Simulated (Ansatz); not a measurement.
Abstraction of F: C3H7FO + CH3O → C3H7O + CH3FO

Species: C3H7FO (2-fluoroethyl methyl ether) `COCCF`, singlet; CH3O (hydroxymethyl radical) `[CH2]O`, doublet; C3H7O `[CH2]COC`, doublet; CH3FO `OCF`, singlet. A radical takes F: the energy is the difference in strength between two C–F bonds in different surroundings.

Shapes, held fixed at every level: PBE0-D4/def2-TZVP. Flexible molecules stand in one conformer, not always the lowest. Programs: Ansatz 0.2.0. The zero-point and thermal change to 298 K, harmonic and unscaled (PBE0-D4/def2-TZVP), is -2.3 kJ/mol.

```
               level                   kind  ΔH(298 K) (kJ/mol)  less CCSD(T)/CBS estimate
       HF/def2-TZVPP           Hartree–Fock               -30.4                      -10.7
   PBE-D4/def2-TZVPP                    GGA               -16.8                       +2.9
r2SCAN-D4/def2-TZVPP               meta-GGA               -23.4                       -3.7
 B3LYP-D4/def2-TZVPP          global hybrid               -16.5                       +3.2
    CCSD(T)/def2-SVP  coupled cluster or CI               -17.4                       +2.3
       CCSD/def2-SVP  coupled cluster or CI               -18.8                       +0.9
     CCSD/def2-TZVPP  coupled cluster or CI               -21.7                       -2.0
CCSD(T)/CBS estimate  coupled cluster or CI               -19.7                        0.0
```

The highest level, CCSD(T)/CBS estimate, gives ΔH(298 K) = -19.7 kJ/mol; the levels span -30.4 to -16.5. The column of differences is taken from that level and isn't an error. No measured value is set beside it here. Open shells run unrestricted unless RO is named. The CBS estimate extrapolates MP2 from def2-TZVPP and def2-QZVPP and adds CCSD(T) − MP2 in the triple-zeta set, cores frozen.
